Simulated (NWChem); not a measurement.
System: hydroxide (OH anion); SMILES [OH-]

Here is an NWChem input.

```
start job
memory heap 200 mb stack 900 mb global 1100 mb
charge -1
geometry units angstroms noautoz
  O      0.000000     0.000000     0.103125
  H      0.000000     0.000000    -0.864404
end
basis spherical
  * library 6-31g*
end
basis "cd basis" spherical
  * library "Ahlrichs Coulomb Fitting"
end
dft
  xc xtpss03 ctpss03
  iterations 150
end
task dft gradient
```

Output (shortened):

```
             Northwest Computational Chemistry Package (NWChem) 7.3.0
             --------------------------------------------------------

 ORDER OF PRIMARY AXIS IS BEING SET TO 4
 C4V symmetry detected

                             Geometry "geometry" -> ""
                             -------------------------

 Output coordinates in angstroms (scale by  1.889725989 to convert to a.u.)

  No.       Tag          Charge          X              Y              Z
 ---- ---------------- ---------- -------------- -------------- --------------
    1 O                    8.0000     0.00000000     0.00000000     0.10750322
    2 H                    1.0000     0.00000000     0.00000000    -0.86002578

 Effective nuclear repulsion energy (a.u.)       4.3754946797

      Symmetry information
      --------------------

 Group name             C4v
 Group number             18
 Group order               8
 No. of unique centers     2

 Summary of "cd basis" -> "" (spherical)
 ------------------------------------------------------------------------------
       Tag                 Description            Shells   Functions and Types
 ---------------- ------------------------------  ------  ---------------------
 *                  Ahlrichs Coulomb Fitting          on all atoms

                                 NWChem DFT Module
                                 -----------------

 Summary of "ao basis" -> "ao basis" (spherical)
 ------------------------------------------------------------------------------
       Tag                 Description            Shells   Functions and Types
 ---------------- ------------------------------  ------  ---------------------
 O                           6-31g*                  6       14   3s2p1d
 H                           6-31g*                  2        2   2s

 Summary of "cd basis" -> "cd basis" (spherical)
 ------------------------------------------------------------------------------
       Tag                 Description            Shells   Functions and Types
 ---------------- ------------------------------  ------  ---------------------
 O                  Ahlrichs Coulomb Fitting        14       38   7s3p3d1f
 H                  Ahlrichs Coulomb Fitting         6       14   3s2p1d

      Symmetry analysis of basis
      --------------------------

        a1          8
        a2          0
        b1          1
        b2          1
        e           6

            General Information
            -------------------
          SCF calculation type: DFT
          Wavefunction type:  closed shell.
          No. of atoms     :     2
          No. of electrons :    10
           Alpha electrons :     5
            Beta electrons :     5
          Charge           :    -1
          Spin multiplicity:     1
          Use of symmetry is: on ; symmetry adaption is: on
          Maximum number of iterations: 150
          AO basis - number of functions:    16
                     number of shells:     8
          A Charge density fitting basis will be used.
          CD basis - number of functions:    52
                     number of shells:    20
          Convergence on energy requested:  1.00D-06
          Convergence on density requested:  1.00D-05
          Convergence on gradient requested:  5.00D-04

              XC Information
              --------------
                  TPSS metaGGA Exchange Functional  1.000
             TPSS03 metaGGA Correlation Functional  1.000

             Grid Information
             ----------------
          Grid used for XC integration:  medium
          Radial quadrature: Mura-Knowles
          Angular quadrature: Lebedev.
          Tag              B.-S. Rad. Rad. Pts. Rad. Cut. Ang. Pts.
          ---              ---------- --------- --------- ---------
          O                   0.60       49           5.0       434
          H                   0.35       45           5.0       434
          Grid pruning is: on
          Number of quadrature shells:    94
          Spatial weights used:  Erf1

      Superposition of Atomic Density Guess
      -------------------------------------

 Sum of atomic energies:         -75.25258477

 Renormalizing density from       9.00 to     10

      Non-variational initial energy
      ------------------------------

 Total energy =     -79.853702
 1-e energy   =    -124.490242
 2-e energy   =      40.261045
 HOMO         =       0.241104
 LUMO         =       0.571703

      Symmetry analysis of molecular orbitals - initial
      -------------------------------------------------

 !! scf_movecs_sym_adapt:    2 vectors were symmetry contaminated

  Symmetry fudging

 !! scf_movecs_sym_adapt:    2 vectors were symmetry contaminated

  Numbering of irreducible representations:

     1 a1          2 a2          3 b1          4 b2          5 e

  Orbital symmetries:

     1 a1          2 a1          3 a1          4 e           5 e
     6 a1          7 a1          8 e           9 e          10 a1
    11 a1         12 e          13 e          14 b1         15 b2

      3 Center 2 Electron Integral Information
      ----------------------------------------
          Maximum number of 3-center 2e- integrals is:           13312.
            This is reduced with Schwarz screening to:           13468.
            Incore requires a per proc buffer size of:           11857.
          Minimum dble words available (all nodes) is:       144175412
                   This is reduced (for later use) to:       143990659
                      proc 0 Suggested buffer size is:           11857
                         Max Suggested buffer size is:           11857
                              no. integral batches is:            1000

           0.012 MW buffer allocated for incore 3-center
          2e- integral storage on stack.

   convergence    iter        energy       DeltaE   RMS-Dens  Diis-err
 ---------------- ----- ----------------- --------- --------- ---------
 d= 0,ls=0.0,diis     1    -75.5887712627 -8.00D+01  7.75D-02  1.36D+00
 d= 0,ls=0.0,diis     2    -75.4572836112  1.31D-01  5.76D-02  2.78D+00
 d= 0,ls=0.0,diis     3    -75.7148958907 -2.58D-01  9.04D-03  2.30D-02
 d= 0,ls=0.0,diis     4    -75.7175732941 -2.68D-03  4.69D-04  1.50D-04
 d= 0,ls=0.0,diis     5    -75.7175883825 -1.51D-05  5.79D-05  3.91D-07
 d= 0,ls=0.0,diis     6    -75.7175884355 -5.30D-08  9.33D-06  3.78D-08

         Total DFT energy =      -75.717588435481
      One electron energy =     -117.156550694564
           Coulomb energy =       46.339184427621
    Exchange-Corr. energy =       -9.275716848281
 Nuclear repulsion energy =        4.375494679744

 Numeric. integr. density =       10.000000709025

                  Occupations of the irreducible representations
                  ----------------------------------------------

                     irrep           alpha         beta
                     --------     --------     --------
                     a1                3.0          3.0
                     a2                0.0          0.0
                     b1                0.0          0.0
                     b2                0.0          0.0
                     e                 2.0          2.0

                       DFT Final Molecular Orbital Analysis
                       ------------------------------------

 Vector    3  Occ=2.000000D+00  E= 5.452305D-02  Symmetry=a1
              MO Center= -2.3D-16, -3.7D-16, -2.3D-02, r^2= 9.0D-01
   Bfn.  Coefficient  Atom+Function         Bfn.  Coefficient  Atom+Function
  ----- ------------  ---------------      ----- ------------  ---------------
     6      0.463441  1 O  s                  5      0.459990  1 O  pz
    16     -0.332125  2 H  s                  9      0.278515  1 O  pz
    15     -0.274502  2 H  s                  2      0.171906  1 O  s
     1     -0.091054  1 O  s

 Vector    4  Occ=2.000000D+00  E= 2.152479D-01  Symmetry=e
              MO Center= -3.7D-17, -3.6D-17,  9.2D-02, r^2= 6.5D-01
   Bfn.  Coefficient  Atom+Function         Bfn.  Coefficient  Atom+Function
  ----- ------------  ---------------      ----- ------------  ---------------
     3      0.531526  1 O  px                 7      0.491299  1 O  px
     4     -0.277052  1 O  py                 8     -0.256084  1 O  py

 Vector    5  Occ=2.000000D+00  E= 2.152479D-01  Symmetry=e
              MO Center= -2.0D-16, -3.5D-16,  9.2D-02, r^2= 6.5D-01
   Bfn.  Coefficient  Atom+Function         Bfn.  Coefficient  Atom+Function
  ----- ------------  ---------------      ----- ------------  ---------------
     4      0.531526  1 O  py                 8      0.491299  1 O  py
     3      0.277052  1 O  px                 7      0.256084  1 O  px

 Vector    6  Occ=0.000000D+00  E= 4.034383D-01  Symmetry=a1
              MO Center=  2.6D-19,  1.2D-16, -9.6D-01, r^2= 1.8D+00
   Bfn.  Coefficient  Atom+Function         Bfn.  Coefficient  Atom+Function
  ----- ------------  ---------------      ----- ------------  ---------------
    16      1.561581  2 H  s                  6     -0.893644  1 O  s
     9      0.659586  1 O  pz                 5      0.345318  1 O  pz
     2     -0.091229  1 O  s                  1      0.066572  1 O  s
    15      0.043398  2 H  s                 12     -0.029267  1 O  d  0

[...]

                         DFT ENERGY GRADIENTS

    atom               coordinates                        gradient
                 x          y          z           x          y          z
   1 O       0.000000   0.000000   0.203152    0.000000   0.000000  -0.025376
   2 H       0.000000   0.000000  -1.625213    0.000000   0.000000   0.025376
```

Level: TPSS/6-31G* (spherical d), Coulomb fitting. Sets without diffuse functions describe the anion's extra electron poorly. The geometry was optimised at B3LYP/def2-SVPD. The highest occupied level is positive, so the extra electron may be held by the finite basis.
